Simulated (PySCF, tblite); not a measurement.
**CHBrN−, a complex of two parts as drawn: NMR shifts, interaction energy, infrared bands, spin-spin couplings and core binding energies**

The task here is to estimate one member of a computed series from the others.

Computed with tblite 0.8.0 and PySCF 2.14.0; each step states its level. No surroundings beyond the atoms listed, unless a continuum is named. Atoms count from 0, parts from 1.

### The system as given

4 atoms, charge -1, multiplicity 1; geometry: rigid parts in contact. Parts: 1 = atoms 0–1, `Br`, charge 0; 2 = atoms 2–3, `[C-]#N`, charge -1.

Set-up of the first run:

Job settings and geometry (Å):

```
{"job": {"kind": "dock", "xc": "GFN2-xTB", "basis": "xTB"}, "charge": -1, "multiplicity": 1, "parts": [{"atoms": "0-1", "charge": 0, "multiplicity": 1}, {"atoms": "2-3", "charge": -1, "multiplicity": 1}]}
Br     0.700765     0.001414     0.001415
H     -0.700765    -0.001414    -0.001415
C     -0.894749    -1.392095    -1.604321
N     -0.375545    -2.441812    -1.866836
```

Method: GFN2-xTB search for minima from random contacts, gas phase.

Run with:

```console
OMP_NUM_THREADS=1 python cluster_run.py task.json out
```

The driver reads the jobs from task.json and runs them one after another.

Steps of the session up to this table: Bringing the parts together with GFN2-xTB; Optimising the geometry at PBE0-D3(BJ)/def2-TZVPD; Nuclear shieldings: PBE0/aug-pcSseg-2; Coupled-cluster interaction energy: CCSD(T) and MP2.

One of the session's tables, all rows but one given; the rest of the session is left out.

It belongs to the step «Coupled-cluster interaction energy: CCSD(T) and MP2». 

```
                 method  interaction energy (kcal/mol)
         HF/aug-cc-pVDZ                        -125.35
        MP2/aug-cc-pVDZ                        -116.39
       CCSD/aug-cc-pVDZ                        -107.92
    CCSD(T)/aug-cc-pVDZ                        -105.44
         HF/aug-cc-pVQZ                        -125.34
        MP2/aug-cc-pVQZ                        -120.78
    SCS-MP2/aug-cc-pVQZ                              ?
      MP2, extrapolated                        -121.96
CCSD(T), limit estimate                        -111.02
```

**Question.** Estimate the row for SCS-MP2/aug-cc-pVQZ.

**Answer.** interaction energy (kcal/mol): -117.59. In the column «interaction energy (kcal/mol)» it lies between MP2/aug-cc-pVQZ (-120.78) and MP2/aug-cc-pVDZ (-116.39).

At this geometry H1 has moved to C2 of another part (1.11 Å), so this energy is mostly that of cutting a chemical bond between strained fragments, not an intermolecular interaction.

Caveats from the session: Shifts at one fixed geometry are not the observed spectrum, which averages over the motion. At this geometry a test (T1, the size of the triples or of CCSD(T) less MP2, charge moved between the parts) flags the run, so its CCSD(T) estimate is not taken as a benchmark. The interaction energy leaves out the deformation of the parts, 72.24 kcal/mol at MP2. So large a deformation means that a part is far from its own minimum, so a sum across the two methods would be rough. The parts are strongly deformed in the cluster, so the interaction energy holds bonds cut by the partition and is not to be read as the attraction of intact molecules.
